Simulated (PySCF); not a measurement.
## How methods differ on the ionisation energy of Ne

Ne [Ne] (1S) → Ne⁺ [He] 2s2 2p5 (2P), as a difference of total energies. Calculation: PySCF 2.14, in def2-QZVPPD (8s5p4d2f1g, 66 functions); the non-relativistic Hamiltonian (point nucleus). Correlated levels: valence: 1s2 frozen; valence and next inner shell: nothing frozen. The calculations carry no spin-orbit coupling.

Order these methods by the ionisation energy they give, lowest first.
A. B2PLYP
B. PBE0
C. r2SCAN
D. PBE

B (21.442 eV), C (21.478 eV), A (21.551 eV), D (21.650 eV).

Errors of the correlated levels include the incompleteness of this basis and the frozen core.

For comparison: 21.597 eV (measured; NIST levels, between the centres of gravity of the two terms).
